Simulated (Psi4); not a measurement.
CHN, charge +1, quartet, at a GFN2-xTB geometry of the parent state (a state made from the parent by changing its charge; the spin is typed, not shown lowest); B3LYP/def2-SVP (Psi4 1.11).

Here is a job for Psi4.
```
memory 2 GB

molecule mol {
1 4
  C    -0.000000   -0.000000   -0.483127
  N     0.000000    0.000000    0.641659
  H    -0.000000   -0.000000   -1.592853
}

set basis def2-svp
set reference uks

energy('b3lyp')
print_variables()
```

The log (banner, timings and long lists left out):

```
   => Loading Basis Set <=

    Name: DEF2-SVP
    Role: ORBITAL
    Keyword: BASIS

         ---------------------------------------------------------
                                   SCF
               by Justin Turney, Rob Parrish, Andy Simmonett
                          and Daniel G. A. Smith
                              UKS Reference
         ---------------------------------------------------------

  ==> Geometry <==

    Molecular point group: c2v
    Full point group: C_inf_v

    Geometry (in Angstrom), charge = 1, multiplicity = 4:

       Center              X                  Y                   Z               Mass
    ------------   -----------------  -----------------  -----------------  -----------------
         C            0.000000000000     0.000000000000    -0.541709179527    12.000000000000
         N            0.000000000000     0.000000000000     0.583076820473    14.003074004430
         H            0.000000000000     0.000000000000    -1.651435179527     1.007825032230

  Running in c2v symmetry.

  Rotational constants: A = ************  B =      1.52825  C =      1.52825 [cm^-1]
  Rotational constants: A = ************  B =  45815.63693  C =  45815.63693 [MHz]
  Nuclear repulsion =   24.278571795164694

  Charge       = 1
  Multiplicity = 4
  Electrons    = 13
  Nalpha       = 8
  Nbeta        = 5

  ==> Algorithm <==

  SCF Algorithm Type is DF.
  DIIS enabled.
  MOM disabled.
  Fractional occupation disabled.
  Guess Type is SAD.
  Energy threshold   = 1.00e-06
  Density threshold  = 1.00e-06
  Integral threshold = 1.00e-12

  ==> Primary Basis <==

  Basis Set: DEF2-SVP
    Blend: DEF2-SVP
    Number of shells: 15
    Number of basis functions: 33
    Number of Cartesian functions: 35
    Spherical Harmonics?: true
    Max angular momentum: 2

  ==> DFT Potential <==

   => LibXC <=

    Version 7.1.2
    S. Lehtola, C. Steigemann, M. J. T. Oliveira, and M. A. L. Marques,  SoftwareX 7, 1–5 (2018) (10.1016/j.softx.2017.11.002)

   => Composite Functional: B3LYP <=

    B3LYP Hyb-GGA Exchange-Correlation Functional

    P. J. Stephens, F. J. Devlin, C. F. Chabalowski, and M. J. Frisch,  J. Phys. Chem. 98, 11623 (1994) (10.1021/j100096a001)

    Deriv               =              1
    GGA                 =           TRUE
    Meta                =          FALSE

    Exchange Hybrid     =           TRUE
    MP2 Hybrid          =          FALSE

   => Exchange Functionals <=

    0.0800   Slater exchange
    0.7200         Becke 88

   => Exact (HF) Exchange <=

    0.2000               HF

   => Correlation Functionals <=

    0.1900   Vosko, Wilk & Nusair (VWN5_RPA)
    0.8100   Lee, Yang & Parr

   => LibXC Density Thresholds  <==

    XC_HYB_GGA_XC_B3LYP:  1.00E-15

   => Molecular Quadrature <=

    Radial Scheme          =       TREUTLER
    Pruning Scheme         =           NONE
    Nuclear Scheme         =       TREUTLER

    Blocking Scheme        =         OCTREE
    BS radius alpha        =              1
    Pruning alpha          =              1
    Radial Points          =             75
    Spherical Points       =            302
    Total Points           =          65032
    Total Blocks           =            558
    Max Points             =            252
    Max Functions          =             33
    Weights Tolerance      =       1.00E-15

   => Loading Basis Set <=

    Name: (DEF2-SVP AUX)
    Role: JKFIT
    Keyword: DF_BASIS_SCF

  ==> Integral Setup <==

  SCF_SUBTYPE=INCORE selected. In-core MEM_DF algorithm will be used.
  Using in-core AOs.

  ==> MemDFJK: Density-Fitted J/K Matrices <==

    J tasked:                   Yes
    K tasked:                   Yes
    wK tasked:                   No
    Algorithm:                 Core
    Schwarz Cutoff:           1E-12
    Mask sparsity (%):       0.0000
    Fitting Condition:        1E-10

   => Auxiliary Basis Set <=

  Basis Set: (DEF2-SVP AUX)
    Blend: DEF2-UNIVERSAL-JKFIT
    Number of shells: 56
[...]

  SCF Guess: Superposition of Atomic Densities via on-the-fly atomic UHF (no occupation information).

   -------------------------
    Irrep   Nso     Nmo
   -------------------------
     A1        17      17
     A2         2       2
     B1         7       7
     B2         7       7
   -------------------------
    Total      33      33
   -------------------------

  ==> Iterations <==

                           Total Energy        Delta E     RMS |[F,P]|

   @DF-UKS iter SAD:   -92.84281979024863   -9.28428e+01   0.00000e+00
   @DF-UKS iter   1:   -92.51329866795260    3.29521e-01   1.28072e-02 ADIIS/DIIS
   @DF-UKS iter   2:   -92.50358507494835    9.71359e-03   1.45793e-02 ADIIS/DIIS
   @DF-UKS iter   3:   -92.54657696265517   -4.29919e-02   2.18901e-03 ADIIS/DIIS
   @DF-UKS iter   4:   -92.54763702613435   -1.06006e-03   6.03526e-04 ADIIS/DIIS
   @DF-UKS iter   5:   -92.54776296258521   -1.25936e-04   1.11044e-04 ADIIS/DIIS
   @DF-UKS iter   6:   -92.54777102488383   -8.06230e-06   2.38565e-05 DIIS
   @DF-UKS iter   7:   -92.54777133035697   -3.05473e-07   2.65485e-06 DIIS
   @DF-UKS iter   8:   -92.54777133334963   -2.99266e-09   4.55073e-07 DIIS
  Energy and wave function converged.

  ==> Post-Iterations <==

   Electrons on quadrature grid:
      Nalpha   =    8.0000002037 ; deviation = 2.037e-07
      Nbeta    =    5.0000001695 ; deviation = 1.695e-07
      Ntotal   =   13.0000003732 ; deviation = 3.732e-07

   @Spin Contamination Metric:   5.037964287E-03
   @S^2 Expected:                3.750000000E+00
   @S^2 Observed:                3.755037964E+00
   @S   Expected:                1.500000000E+00
   @S   Observed:                1.500000000E+00

    Orbital Energies [Eh]
    ---------------------

    Alpha Occupied:

[...]
    Alpha Virtual:

[...]
      17A1     3.245654

    Beta Occupied:

[...]
    Beta Virtual:

[...]
      17A1     3.306712

    Final Occupation by Irrep:
             A1    A2    B1    B2
    DOCC [     4,    0,    0,    1 ]
    SOCC [     1,    0,    1,    1 ]
    NA   [     5,    0,    1,    2 ]
    NB   [     4,    0,    0,    1 ]

  @DF-UKS Final Energy:   -92.54777133334963

   => Energetics <=

    Nuclear Repulsion Energy =             24.2785717951646944
    One-Electron Energy =                -167.2739980956890236
    Two-Electron Energy =                  60.4138784854180173
    DFT Exchange-Correlation Energy =      -9.9662235182433125
    Empirical Dispersion Energy =           0.0000000000000000
    VV10 Nonlocal Energy =                  0.0000000000000000
    Total Energy =                        -92.5477713333496297

  UHF NO Occupations:
  HONO-2 :    5 A1 1.0000000
  HONO-1 :    1 B1 1.0000000
  HONO-0 :    2 B2 1.0000000
  LUNO+0 :    6 A1 0.0011943
  LUNO+1 :    3 B2 0.0010837
  LUNO+2 :    7 A1 0.0002419
  LUNO+3 :    8 A1 0.0000003

Computation Completed

Properties will be evaluated at   0.000000,   0.000000,   0.000000 [a0]

Properties computed using the SCF density matrix

 Multipole Moments:

 ------------------------------------------------------------------------------------
     Multipole            Electronic (a.u.)      Nuclear  (a.u.)        Total (a.u.)
 ------------------------------------------------------------------------------------

 L = 1.  Multiply by 2.5417464519 to convert [e a0] to [Debye]
 Dipole X            :          0.0000000            0.0000000            0.0000000
 Dipole Y            :          0.0000000            0.0000000            0.0000000
 Dipole Z            :          1.1842900           -1.5498636           -0.3655736
 Magnitude           :                                                    0.3655736

 ------------------------------------------------------------------------------------

  Variable Map:
  ----------------------------------------------------------------------------
[...]
  Array Variable Map:
  ----------------------------------------------------------------------------
[...]
[...]
```
